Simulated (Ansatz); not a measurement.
# doublet LiS: levels of theory in one basis

```xyz
2

Li   -0.0438   -0.0219   -1.0620
S     0.0140   -0.0403    1.0458
```

Basis set: def2-SVP (spherical functions). Frozen core: 5 orbitals. Correlation on ROHF uses semicanonical orbitals with singles. Charge 0, multiplicity 2.

Computed with Ansatz (development build ahead of 0.2.0); each method stands on the lowest determinant of its kind that the runs found.

```tsv
method	E − E(ROHF) (eV)	<S²> of the determinant
ROHF	0.00	–
UHF	-0.09	0.76
ROHF-MP2	-3.01	–
UHF-MP2	-3.00	0.76
```

(1) What does ROHF-CCSD(T) give on the same scale?

(2) Is a single determinant a sound starting point here?

## Answers

(1) -3.52 eV.

(2) By this sign, yes. Unrestricted orbitals gain 0.09 eV and <S²> is 0.76 against 0.75 for a pure state.
